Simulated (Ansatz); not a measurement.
System: bcc Eu. Method: PBE-D3(BJ) in Ansatz (plane waves, PAW).

Numerical settings: plane-wave cutoff 500 eV, 22×22×22 k mesh, Fermi–Dirac smearing 0.1 eV, spin-polarised with parallel moments, scalar-relativistic PAW data made under PBE.

Cell (relaxed at this level):

```cif
data_Eu2
_chemical_formula_sum 'Eu2'
_space_group_name_H-M_alt 'Im-3m'
_space_group_IT_number 229
_space_group_name_Hall '-I 4 2 3'
_cell_length_a 4.27806
_cell_length_b 4.27806
_cell_length_c 4.27806
_cell_angle_alpha 90.000
_cell_angle_beta 90.000
_cell_angle_gamma 90.000
loop_
_atom_site_label
_atom_site_type_symbol
_atom_site_symmetry_multiplicity
_atom_site_Wyckoff_symbol
_atom_site_fract_x
_atom_site_fract_y
_atom_site_fract_z
_atom_site_occupancy
Eu1 Eu 2 a 0.00000 0.00000 0.00000 1
```
(The calculation used a cell of 1 atom; values per cell refer to that cell.)

**Question.** Estimate the magnetic moment per atom (the cell's total over its atoms) that the calculation returns.

**Answer.** 
magnetic moment per atom (the cell's total over its atoms): 7.25 μB

Note: the 4f shell is treated without U or exact exchange, so its levels and filling can be wrong; the collinear magnetic order is the start's and need not be the measured one.

Moments are spin moments.

Spin–orbit coupling is not included.

Static lattice: no zero-point or thermal effects.

Ansatz is a quantum-chemistry and plane-wave program.
